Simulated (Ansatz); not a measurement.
1T (CdI2-type) PtSe₂, treated with PBE-D4 (PAW; Ansatz, a quantum-chemistry and plane-wave program).

Run with plane-wave cutoff 520 eV, 24×24×16 k mesh (along the axes of the cell as run), Fermi–Dirac smearing 0.05 eV, scalar-relativistic PAW data made under PBE.

Cell (relaxed at this level):

```yaml
crystal:
  lattice:
    - [3.77267, 0.00000, 0.00000]
    - [-1.88633, 3.26723, 0.00000]
    - [0.00000, 0.00000, 4.82122]
  atoms:
    - { symbol: Pt, position: [0.00000, 0.00000, 0.00000] }
    - { symbol: Se, position: [0.33333, 0.66667, 0.26566] }
    - { symbol: Se, position: [0.66667, 0.33333, 0.73434] }
```

Problem. Estimate the elastic constant C66, elastic constant C12, Voigt–Reuss–Hill bulk modulus, elastic constant C11, elastic constant C13, elastic constant C33 and elastic constant C44 that the calculation returns.

Solution. 
* **elastic constant C66**: 65.2 GPa
* **elastic constant C12**: 61.7 GPa
* **Voigt–Reuss–Hill bulk modulus**: 70.2 GPa
* **elastic constant C11**: 192 GPa
* **elastic constant C13**: 42.8 GPa
* **elastic constant C33**: 61.4 GPa
* **elastic constant C44**: 44.5 GPa

Note: the solid has no gap at this level, which affects its response; the dispersion coefficients are held fixed in the derivatives.

Elastic constants are with the ions relaxed.

Spin–orbit coupling is not included.

Computed values are for the static lattice.

Computing time: very roughly 2.1 core-hours.
